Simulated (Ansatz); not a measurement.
**HSiC, doublet: reading a ladder of total energies**

Geometry: a PBE0/def2-TZVP stationary point for this spin, not checked as a minimum.

```xyz
3

Si    0.0000    0.0000    0.0756
C     0.0000    0.0000   -1.6507
H     0.0000    0.0000    1.5751
```

Basis cc-pVDZ; Ansatz 0.2.0. Only valence electrons are correlated (noble-gas cores frozen), which leaves 9 electrons in 31 orbitals. R marks a restricted (for open shells ROHF) determinant, U an unrestricted one.

Full CI isn't at hand for all of this; UCCSDTQ serves as the reference, and is uncertain by about the last step of the cluster series.

The cluster runs stand on a determinant 0.52 eV above the lowest UHF solution, chosen by trial CCSD; the correlation energy below is counted from it.

Runs differ by some tens of microhartree through their thresholds and, for an open shell, their frozen cores, so steps under 0.03 kcal/mol mean nothing.

```csv
level,total energy (hartree)
UHF determinant under the cluster runs,-327.131593
UCCSD,-327.365868
UCCSD(T),-327.380625
UCCSDT,-327.382019
UCCSDT(Q),-327.383949
UCCSDTQ,-327.383692
```

Question: What is the correlation energy at UCCSDTQ, and what share of it do UMP2 and UCCSD recover?

Answer: E(corr) = -327.383692 − (-327.131593) = -0.252099 hartree = -6.860 eV. UCCSD: -0.234275 / -0.252099 = 92.93 %.

Question: By how many kcal/mol does UCCSD(T) miss UCCSDTQ (1 hartree = 627.509 kcal/mol), and which steps make up the rest?

Answer: -327.380625 − (-327.383692) = 0.003067 hartree = 1.92 kcal/mol. Steps: UCCSDT − UCCSD(T) = -0.87, UCCSDT(Q) − UCCSDT = -1.21, UCCSDTQ − UCCSDT(Q) = 0.16 kcal/mol. Differences between like states or geometries often cancel part of this.
